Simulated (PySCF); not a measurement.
H3Si, SMILES [SiH3], multiplicity 2.

Geometry: B3LYP-D3(BJ)/def2-TZVPD. The isomer is the one that the SMILES or the coordinates give; other isomers of the formula were not compared.

Level of theory: TDA-PBE0/def2-TZVPD (PySCF).

Vertical excitations; the highest root listed may be one member of a degenerate set. 

```csv
state,energy (eV),λ (nm),f,main pairs
root 1,5.32,233,0.018,"α HOMO→LUMO+2, β HOMO→LUMO (degenerate set)"
root 2,5.32,233,0.018,"α HOMO→LUMO+1, β HOMO−1→LUMO (degenerate set)"
root 3,5.35,232,0.035,α HOMO→LUMO 97 %
root 4,5.51,225,0.024,"α HOMO→LUMO+1, β HOMO−1→LUMO (degenerate set)"
root 5,5.51,225,0.024,"α HOMO→LUMO+2, β HOMO→LUMO (degenerate set)"
root 6,6.32,196,0.183,α HOMO→LUMO+3 95 %
root 7,7.03,176,0.073,α HOMO→LUMO+5 (degenerate set)
root 8,7.03,176,0.073,α HOMO→LUMO+4 (degenerate set)
root 9,7.77,160,0.004,α HOMO→LUMO+6 (degenerate set)
root 10,7.77,160,0.004,α HOMO→LUMO+7 (degenerate set)
```
Unrestricted roots are not spin-pure.
